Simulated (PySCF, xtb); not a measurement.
nitric oxide (NO), SMILES [N]=O, multiplicity 2.

Harmonic wavenumbers (cm⁻¹) from GFN2-xTB (xtb 6.7.1) at its own minimum, in rising order: 1951.

What does B3LYP-D3(BJ)/def2-TZVPD (PySCF 2.14.0) give at its own minimum? (An estimate is asked for; the answer gives what the named calculation found.)

1975. Paired by order, the mean absolute difference is 23 cm⁻¹ and the zero-point energies are 2.8 and 2.8 kcal/mol.
